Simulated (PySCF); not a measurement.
# Electronic absorption of C4H5N

Species: C4H5N.
Z-matrix (Å and degrees, PBE0-D3(BJ)/def2-SVP geometry), rows numbered from 1:
```
C 
C   1  1.4218
C   2  1.3791  1  107.23
N   3  1.3661  2  107.74  1     0.03
C   4  1.3661  3  110.06  2    -0.05
H   1  1.0882  2  126.95  3   179.93
H   2  1.0883  1  126.96  3  -179.95
H   3  1.0877  2  130.89  1   179.88
H   4  1.0096  3  124.96  2  -179.88
H   5  1.0877  1  130.90  2  -179.91
```

Method: TDDFT B3LYP/def2-SVPD, vertical, gas phase, core orbitals frozen in the response in PySCF 2.14.0, density-fitted response routines.

| state | E (eV) | E (kJ/mol) | λ (nm) | f | symmetry | main configurations (H = HOMO, L = LUMO) |
| --- | --- | --- | --- | --- | --- | --- |
| S1 | 5.45 | 526 | 227.6 | 0.0000 | – | H→L (100%) |
| S2 | 6.32 | 609 | 196.3 | 0.0018 | – | H-1→L (92%) |
| S3 | 6.46 | 623 | 192.0 | 0.162 | B1 or B2 | H→L+1 (93%) |
| S4 | 6.46 | 623 | 191.9 | 0.0030 | B1 or B2 | H→L+2 (97%) |
| S5 | 6.48 | 625 | 191.4 | 0.034 | B1 or B2 | H→L+3 (92%) |
| S6 | 6.54 | 631 | 189.6 | 0.0009 | – | H-1→L+1 (56%), H→L+4 (43%) |
| S7 | 7.11 | 686 | 174.3 | 0.0000 | – | H→L+5 (98%) |
| S8 | 7.14 | 689 | 173.6 | 0.014 | B1 or B2 | H→L+6 (87%), H-1→L+2 (12%) |
| S9 | 7.32 | 706 | 169.3 | 0.026 | B1 or B2 | H-1→L+2 (87%), H→L+6 (12%) |
| S10 | 7.40 | 714 | 167.5 | 0.0000 | – | H-1→L+3 (96%) |

Triplets, Tamm–Dancoff:

| state | E (eV) | λ (nm) | main configurations (H = HOMO, L = LUMO) |
| --- | --- | --- | --- |
| T1 | 4.36 | 284.1 | H→L+1 (96%) |
| T2 | 5.39 | 230.0 | H-1→L+1 (63%), H→L+4 (36%) |
| T3 | 5.40 | 229.5 | H→L (100%) |
| T4 | 5.86 | 211.5 | H→L+4 (61%), H-1→L+1 (36%) |

The lowest singlet lies at 5.45 eV (228 nm, ultraviolet) and is dark (f under 0.0005); its leading configuration is HOMO→LUMO (100%). The most intense listed level is S3 at 6.46 eV (192 nm, f = 0.162), 1.01 eV above S1. S3/S4 lie within about 0.01 eV of each other. Löwdin shares by element: HOMO carbon 84% (atoms not listed hold the other 16%); LUMO hydrogen 34% or more, carbon 29% or more, nitrogen 11% (atoms not listed hold the other 25%). Orbital energies (eV): HOMO-3 -10.60, HOMO-2 -10.27, HOMO-1 -6.80, HOMO -5.94, LUMO 0.50, LUMO+1 0.72, LUMO+2 1.46. The listed states span 1.95 eV, and the widest gap between neighbours is 0.87 eV (S1 to S2). Of the 10 states listed, 4 reach f = 0.01 and 3 stay under 0.0005. All these states lie below the vertical ionisation energy of 8.29 eV (ΔSCF). Symmetry labels in C2v follow from the direction of the transition dipole and are given only for states with f of 0.002 or more; B1 and B2 swap with the choice of axes. The window holds the lowest 10 singlets.
